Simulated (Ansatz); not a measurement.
# BSiH2 (quartet): B2PLYP, RPA-PBE over vertical spin and charge gaps, cc-pVDZ

How well do these functionals follow the top wave-function level for BSiH2 (quartet) over vertical spin and charge gaps?

Program: Ansatz 0.2.0, Gaussian basis. Level of theory: cc-pVDZ, all electrons in the functionals, frozen cores in the correlation of double hybrids and RPA. These are calculated values, not measurements.

Plan: B2PLYP, RPA-PBE, at charge 0, quartet; charge 0, doublet; charge 0, sextet; charge 1, triplet; charge 1, quintet (not every functional at every point).

4 further runs of the same task are left out: 1 that didn't finish, 3 set aside as unsound or not needed.

## Step 1: The system

The geometry is a PBE0/def2-TZVP stationary point (not a proven minimum).

4 atoms, charge 0, spin multiplicity 4.

Atoms are counted from 1 here; the program's logs count them from 0.

Bond lengths: Si1–B2 1.993 Å, B2–H3 1.191 Å, B2–H4 1.191 Å. Angles: Si1–B2–H3 115.4°, Si1–B2–H4 115.4°, H3–B2–H4 129.2°.

No dispersion term is added.

The geometry shown and the zero of energy belong to the point charge 0, quartet. The yardstick, RCCSDTQ, and other wave-function levels (R restricted, U unrestricted, valence and pair active spaces) come from earlier runs.

## Step 2: B2PLYP, charge 0, quartet

in.yaml

```yaml
crystal:
  periodic: [false, false, false]
  atoms:
    - {symbol: Si, position_ang: [0.000000, 0.000000, 0.649966]}
    - {symbol: B, position_ang: [0.000000, 0.000000, -1.342837]}
    - {symbol: H, position_ang: [0.000000, -1.075954, -1.853888]}
    - {symbol: H, position_ang: [0.000000, 1.075954, -1.853888]}
basis:
  gaussian: {orbitals: cc-pVDZ}
magnetization: {spin_polarized: true, initial_magnetization: 3}
hamiltonian: {xc: {name: B2PLYP}}
correlation: {electrons: outside_noble_gas}
```

Launch:

```bash
$ ansatz run in.yaml --threads 1 --pin off --events-out ev --progress --plain --max-ram 2816MiB --backend cpu
```

The log of the run:

```text
Functional definition: B2PLYP
  name "B2PLYP"
  cite "Grimme, J. Chem. Phys. 124, 034108 (2006) doi:10.1063/1.2148954"
  cite "Becke, Phys. Rev. A 38, 3098 (1988) doi:10.1103/PhysRevA.38.3098"
  cite "Lee, Yang & Parr, Phys. Rev. B 37, 785 (1988) doi:10.1103/PhysRevB.37.785"
  parameter a = 0.53
  parameter c = 0.27
  exchange = (1 - a)*b88_x + a*exact_x
  correlation = (1 - c)*lyp_c + c*(mp2_os + mp2_ss)
402 factors; integrals over basis functions are off by at most 9.7e-4 eV
mean field evaluation 1: about -8574.9538 eV, gradient 1.1e1 eV
mean field evaluation 2: about -8574.9930 eV, gradient 1.1e1 eV
mean field evaluation 4: about -8576.2340 eV, gradient 9.5e-1 eV
mean field evaluation 8: about -8576.2739 eV, gradient 1.1e-1 eV
mean field evaluation 16: about -8576.2750 eV, gradient 1.4e-4 eV
mean field -8576.27495933 eV, -315.1722915476 hartree, gradient 1.5e-6 eV, S^2 3.752240; 0 other end points of the search recorded, 0 dependent functions left out
6 core orbitals not correlated: weight in the atoms' cores, before any rotation towards them, 1.000 or more for the frozen orbitals, at most 0.000 for the correlated occupied ones
reference -8576.27507561 eV, -315.1722958205 hartree; 6, 3 occupied and 30, 33 virtual orbitals, 402 factors
second order -4.82844613 eV of doubles, -0.00000000 eV of singles
Total energy: -8577.57875606 eV, -315.2202051936 hartree
```

Wall time 1.1 s (1 thread of AMD EPYC 7R13, shared host).

From the report: ⟨S²⟩ of the determinant 3.752 (pure quartet: 3.75).

## Step 3: B2PLYP, charge 0, doublet

Changes to in.yaml since step 2:

```diff
@@ -9,3 +9,3 @@
   gaussian: {orbitals: cc-pVDZ}
-magnetization: {spin_polarized: true, initial_magnetization: 3}
+magnetization: {spin_polarized: true, initial_magnetization: 1}
 hamiltonian: {xc: {name: B2PLYP}}
```

Launched as before.

The log of the run (excerpt; [...] marks lines left out):

```text
Functional definition: B2PLYP
  name "B2PLYP"
  cite "Grimme, J. Chem. Phys. 124, 034108 (2006) doi:10.1063/1.2148954"
  cite "Becke, Phys. Rev. A 38, 3098 (1988) doi:10.1103/PhysRevA.38.3098"
  cite "Lee, Yang & Parr, Phys. Rev. B 37, 785 (1988) doi:10.1103/PhysRevB.37.785"
[...]
402 factors; integrals over basis functions are off by at most 9.7e-4 eV
[...]
mean field -8577.34926301 eV, -315.2117714794 hartree, gradient 4.6e-6 eV, S^2 0.754591; 6 other end points of the search recorded, 0 dependent functions left out
6 core orbitals not correlated: weight in the atoms' cores, before any rotation towards them, 1.000 or more for the frozen orbitals, at most 0.000 for the correlated occupied ones
reference -8577.34938248 eV, -315.2117758699 hartree; 5, 4 occupied and 31, 32 virtual orbitals, 402 factors
second order -5.06721245 eV of doubles, -0.00000000 eV of singles
Total energy: -8578.71752984 eV, -315.2620543581 hartree
```

It took 1.9 s on 1 thread of AMD EPYC 7R13, shared host.

From the report: ⟨S²⟩ of the determinant 0.755 (pure doublet: 0.75).

From charge 0, quartet: -109.9 kJ/mol.

## Step 4: B2PLYP, charge 0, sextet

Changes to in.yaml since step 3:

```diff
@@ -9,3 +9,3 @@
   gaussian: {orbitals: cc-pVDZ}
-magnetization: {spin_polarized: true, initial_magnetization: 1}
+magnetization: {spin_polarized: true, initial_magnetization: 5}
 hamiltonian: {xc: {name: B2PLYP}}
```

The command is unchanged.

The log of the run (excerpt; [...] marks lines left out):

```text
Functional definition: B2PLYP
  name "B2PLYP"
  cite "Grimme, J. Chem. Phys. 124, 034108 (2006) doi:10.1063/1.2148954"
  cite "Becke, Phys. Rev. A 38, 3098 (1988) doi:10.1103/PhysRevA.38.3098"
  cite "Lee, Yang & Parr, Phys. Rev. B 37, 785 (1988) doi:10.1103/PhysRevB.37.785"
[...]
402 factors; integrals over basis functions are off by at most 9.7e-4 eV
[...]
mean field -8569.85997116 eV, -314.9365450805 hartree, gradient 2.2e-6 eV, S^2 8.756343; 3 other end points of the search recorded, 0 dependent functions left out
6 core orbitals not correlated: weight in the atoms' cores, before any rotation towards them, 1.000 or more for the frozen orbitals, at most 0.000 for the correlated occupied ones
reference -8569.86009325 eV, -314.9365495670 hartree; 7, 2 occupied and 29, 34 virtual orbitals, 402 factors
second order -3.79964185 eV of doubles, -0.00000000 eV of singles
Total energy: -8570.88599654 eV, -314.9742508178 hartree
```

Wall time 3.2 s (1 thread of AMD EPYC 7R13, shared host).

From the report: ⟨S²⟩ of the determinant 8.756 (pure sextet: 8.75).

From charge 0, quartet: +645.8 kJ/mol.

## Step 5: B2PLYP, charge 1, triplet

Changes to in.yaml since step 4:

```diff
@@ -9,3 +9,4 @@
   gaussian: {orbitals: cc-pVDZ}
-magnetization: {spin_polarized: true, initial_magnetization: 5}
+total_charge: 1
+magnetization: {spin_polarized: true, initial_magnetization: 2}
 hamiltonian: {xc: {name: B2PLYP}}
```

Launched as before.

The log of the run (excerpt; [...] marks lines left out):

```text
Functional definition: B2PLYP
  name "B2PLYP"
  cite "Grimme, J. Chem. Phys. 124, 034108 (2006) doi:10.1063/1.2148954"
  cite "Becke, Phys. Rev. A 38, 3098 (1988) doi:10.1103/PhysRevA.38.3098"
  cite "Lee, Yang & Parr, Phys. Rev. B 37, 785 (1988) doi:10.1103/PhysRevB.37.785"
[...]
402 factors; integrals over basis functions are off by at most 9.7e-4 eV
[...]
mean field -8568.85797177 eV, -314.8997222820 hartree, gradient 4.1e-6 eV, S^2 2.007398; 4 other end points of the search recorded, 0 dependent functions left out
6 core orbitals not correlated: weight in the atoms' cores, before any rotation towards them, 1.000 or more for the frozen orbitals, at most 0.000 for the correlated occupied ones
reference -8568.85809093 eV, -314.8997266612 hartree; 5, 3 occupied and 31, 33 virtual orbitals, 402 factors
second order -4.29288347 eV of doubles, -0.00000000 eV of singles
Total energy: -8570.01716947 eV, -314.9423220119 hartree
```

It took 1.9 s on 1 thread of AMD EPYC 7R13, shared host.

From the report: ⟨S²⟩ of the determinant 2.007 (pure triplet: 2.00).

From charge 0, quartet: +729.6 kJ/mol.

## Step 6: B2PLYP, charge 1, quintet

Changes to in.yaml since step 5:

```diff
@@ -10,3 +10,3 @@
 total_charge: 1
-magnetization: {spin_polarized: true, initial_magnetization: 2}
+magnetization: {spin_polarized: true, initial_magnetization: 4}
 hamiltonian: {xc: {name: B2PLYP}}
```

Same command.

The log of the run (excerpt; [...] marks lines left out):

```text
Functional definition: B2PLYP
  name "B2PLYP"
  cite "Grimme, J. Chem. Phys. 124, 034108 (2006) doi:10.1063/1.2148954"
  cite "Becke, Phys. Rev. A 38, 3098 (1988) doi:10.1103/PhysRevA.38.3098"
  cite "Lee, Yang & Parr, Phys. Rev. B 37, 785 (1988) doi:10.1103/PhysRevB.37.785"
[...]
402 factors; integrals over basis functions are off by at most 9.7e-4 eV
[...]
mean field -8563.79606467 eV, -314.7137006273 hartree, gradient 2.7e-6 eV, S^2 6.012733; 4 other end points of the search recorded, 0 dependent functions left out
6 core orbitals not correlated: weight in the atoms' cores, before any rotation towards them, 1.000 or more for the frozen orbitals, at most 0.000 for the correlated occupied ones
reference -8563.79618549 eV, -314.7137050671 hartree; 6, 2 occupied and 30, 34 virtual orbitals, 402 factors
second order -4.07644125 eV of doubles, -0.00000000 eV of singles
Total energy: -8564.89682462 eV, -314.7541528093 hartree
```

Run time: 1.6 s. Hardware: 1 thread of AMD EPYC 7R13, shared host.

From the report: ⟨S²⟩ of the determinant 6.013 (pure quintet: 6.00).

From charge 0, quartet: +1223.6 kJ/mol.

## Step 7: RPA-PBE, charge 0, quartet

Changes to in.yaml since step 6:

```diff
@@ -9,5 +9,4 @@
   gaussian: {orbitals: cc-pVDZ}
-total_charge: 1
-magnetization: {spin_polarized: true, initial_magnetization: 4}
-hamiltonian: {xc: {name: B2PLYP}}
-correlation: {electrons: outside_noble_gas}
+magnetization: {spin_polarized: true, initial_magnetization: 3}
+hamiltonian: {xc: {name: PBE}}
+correlation: {method: rpa, electrons: outside_noble_gas}
```

The command is unchanged.

The log of the run (excerpt; [...] marks lines left out):

```text
Functional definition: PBE
  name "PBE"
  cite "Perdew, Burke & Ernzerhof, Phys. Rev. Lett. 77, 3865 (1996) doi:10.1103/PhysRevLett.77.3865"
  parent pbe
[...]
402 factors; integrals over basis functions are off by at most 9.7e-4 eV
[...]
mean field -8576.70036814 eV, -315.1879250329 hartree, gradient 5.3e-6 eV, S^2 3.751218; 4 other end points of the search recorded, 0 dependent functions left out
6 core orbitals not correlated: weight in the atoms' cores, before any rotation towards them, 1.000 or more for the frozen orbitals, at most 0.000 for the correlated occupied ones
reference -8561.80222027 eV, -314.6404281970 hartree; 6, 3 occupied and 30, 33 virtual orbitals, 402 factors
Total energy: -8569.72931817 eV, -314.9317436716 hartree
```

Run time: 1.8 s. Hardware: 1 thread of AMD EPYC 7R13, shared host.

From the report: ⟨S²⟩ of the determinant 3.751 (pure quartet: 3.75).

## Step 8: RPA-PBE, charge 0, doublet

Changes to in.yaml since step 7:

```diff
@@ -9,3 +9,3 @@
   gaussian: {orbitals: cc-pVDZ}
-magnetization: {spin_polarized: true, initial_magnetization: 3}
+magnetization: {spin_polarized: true, initial_magnetization: 1}
 hamiltonian: {xc: {name: PBE}}
```

The command is unchanged.

The log of the run (excerpt; [...] marks lines left out):

```text
Functional definition: PBE
  name "PBE"
  cite "Perdew, Burke & Ernzerhof, Phys. Rev. Lett. 77, 3865 (1996) doi:10.1103/PhysRevLett.77.3865"
  parent pbe
[...]
402 factors; integrals over basis functions are off by at most 9.7e-4 eV
[...]
mean field -8577.71946131 eV, -315.2253760160 hartree, gradient 3.6e-6 eV, S^2 0.753266; 18 other end points of the search recorded, 0 dependent functions left out
6 core orbitals not correlated: weight in the atoms' cores, before any rotation towards them, 1.000 or more for the frozen orbitals, at most 0.000 for the correlated occupied ones
reference -8562.41669818 eV, -314.6630098437 hartree; 5, 4 occupied and 31, 32 virtual orbitals, 402 factors
Total energy: -8570.86376661 eV, -314.9734338827 hartree
```

Run time: 5.5 s. Hardware: 1 thread of AMD EPYC 7R13, shared host.

From the report: ⟨S²⟩ of the determinant 0.753 (pure doublet: 0.75).

From charge 0, quartet: -109.5 kJ/mol.

## Step 9: RPA-PBE, charge 1, triplet

Changes to in.yaml since step 8:

```diff
@@ -9,3 +9,4 @@
   gaussian: {orbitals: cc-pVDZ}
-magnetization: {spin_polarized: true, initial_magnetization: 1}
+total_charge: 1
+magnetization: {spin_polarized: true, initial_magnetization: 2}
 hamiltonian: {xc: {name: PBE}}
```

Launched as before.

The log of the run (excerpt; [...] marks lines left out):

```text
Functional definition: PBE
  name "PBE"
  cite "Perdew, Burke & Ernzerhof, Phys. Rev. Lett. 77, 3865 (1996) doi:10.1103/PhysRevLett.77.3865"
  parent pbe
[...]
402 factors; integrals over basis functions are off by at most 9.7e-4 eV
[...]
mean field -8569.00364399 eV, -314.9050756374 hartree, gradient 2.2e-6 eV, S^2 2.003525; 5 other end points of the search recorded, 0 dependent functions left out
6 core orbitals not correlated: weight in the atoms' cores, before any rotation towards them, 1.000 or more for the frozen orbitals, at most 0.000 for the correlated occupied ones
reference -8554.44103979 eV, -314.3699098040 hartree; 5, 3 occupied and 31, 33 virtual orbitals, 402 factors
Total energy: -8562.01652168 eV, -314.6483036285 hartree
```

Run time: 2.8 s. Hardware: 1 thread of AMD EPYC 7R13, shared host.

From the report: ⟨S²⟩ of the determinant 2.004 (pure triplet: 2.00).

From charge 0, quartet: +744.2 kJ/mol.

## Step 10: RPA-PBE, charge 1, quintet

Changes to in.yaml since step 9:

```diff
@@ -10,3 +10,3 @@
 total_charge: 1
-magnetization: {spin_polarized: true, initial_magnetization: 2}
+magnetization: {spin_polarized: true, initial_magnetization: 4}
 hamiltonian: {xc: {name: PBE}}
```

Same command.

The log of the run (excerpt; [...] marks lines left out):

```text
Functional definition: PBE
  name "PBE"
  cite "Perdew, Burke & Ernzerhof, Phys. Rev. Lett. 77, 3865 (1996) doi:10.1103/PhysRevLett.77.3865"
  parent pbe
[...]
402 factors; integrals over basis functions are off by at most 9.7e-4 eV
[...]
mean field -8564.19986276 eV, -314.7285399331 hartree, gradient 3.6e-7 eV, S^2 6.003326; 6 other end points of the search recorded, 0 dependent functions left out
6 core orbitals not correlated: weight in the atoms' cores, before any rotation towards them, 1.000 or more for the frozen orbitals, at most 0.000 for the correlated occupied ones
reference -8549.76637013 eV, -314.1981188625 hartree; 6, 2 occupied and 30, 34 virtual orbitals, 402 factors
Total energy: -8557.19243484 eV, -314.4710217072 hartree
```

Run time: 2.2 s. Hardware: 1 thread of AMD EPYC 7R13, shared host.

From the report: ⟨S²⟩ of the determinant 6.003 (pure quintet: 6.00).

From charge 0, quartet: +1209.6 kJ/mol.

## Step 11: Against the wave-function levels

The yardstick is RCCSDTQ, where the cluster series has nearly closed. It comes from earlier runs at the same points. Energies in kJ/mol, counted from charge 0, quartet; blanks weren't run or aren't comparable.

```csv
level,quartet to doublet,quartet to sextet,ionisation to the triplet cation,ionisation to the quintet cation
RCCSDTQ,-94.4,622.0,736.9,1223.4
B2PLYP,-109.9,645.8,729.6,1223.6
RPA-PBE,-109.5,,744.2,1209.6
```

Largest miss and mean time a point (RCCSDTQ took 42 s a point; shared hosts):

```csv
level,largest miss (kJ/mol),where,time a point
B2PLYP,+23.7,quartet to sextet,1.9 s
RPA-PBE,-15.1,quartet to doublet,3.1 s
```

## Step 12: Outcome

| quantity | value |
| --- | --- |
| quartet to doublet, RCCSDTQ | -94.4 kJ/mol |
| quartet to sextet, RCCSDTQ | 622.0 kJ/mol |
| ionisation to the triplet cation, RCCSDTQ | 736.9 kJ/mol |
| ionisation to the quintet cation, RCCSDTQ | 1223.4 kJ/mol |
| largest miss, B2PLYP | +23.7 kJ/mol (quartet to sextet) |
| largest miss, RPA-PBE | -15.1 kJ/mol (quartet to doublet) |

**Reading.** Misses are known at 4 of 4 points at best, and only functionals with that many are ranked. B2PLYP strays by up to 23.7 kJ/mol, at quartet to sextet. Functionals and the yardstick converge differently with the basis, so part of each miss in cc-pVDZ is the basis.
